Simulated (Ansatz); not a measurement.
```yaml
crystal:
  periodic: [false, false, false]
  atoms:
    - {symbol: Mn, position_ang: [0.000000, 0.000000, 0.000000]}
    - {symbol: Cl, position_ang: [0.000000, 0.000000, 2.410000]}
basis:
  gaussian: {orbitals: def2-TZVP}
total_charge: 1
magnetization: {spin_polarized: true, initial_magnetization: 1}
hamiltonian: {xc: pbe0}
relax: {f_tol: 0.004, max_steps: 80}
```

```sh
$ ansatz run in.yaml --threads 1 --pin off --events-out ev --progress --plain --max-ram 2176MiB
```

Steps of the relaxation (energy above the last step; positions in Å, forces in eV/Å):

```
2
step 1, 707.1 meV
Mn    0.000    0.000    0.000    0.000    0.000    3.237
Cl    0.000    0.000    2.410    0.000    0.000   -3.237
```

```
2
step 2, 7.6 meV
Mn    0.000    0.000    0.184    0.000    0.000   -0.565
Cl    0.000    0.000    2.226    0.000    0.000    0.565
```

```
2
step 3, 1.7 meV
Mn    0.000    0.000    0.164    0.000    0.000    0.249
Cl    0.000    0.000    2.246    0.000    0.000   -0.249
```

```
2
step 5, 0.0 meV
Mn    0.000    0.000    0.171    0.000    0.000    0.000
Cl    0.000    0.000    2.239    0.000    0.000    0.000
```

Close pairs at the end: Mn1–Cl2 2.069 Å.

A stationary point of unrestricted PBE0 after 5 steps, with ⟨S²⟩ = 2.718 against 0.75 for a pure state. 3 min on 1 thread of Intel Xeon Platinum 8259CL, shared host.
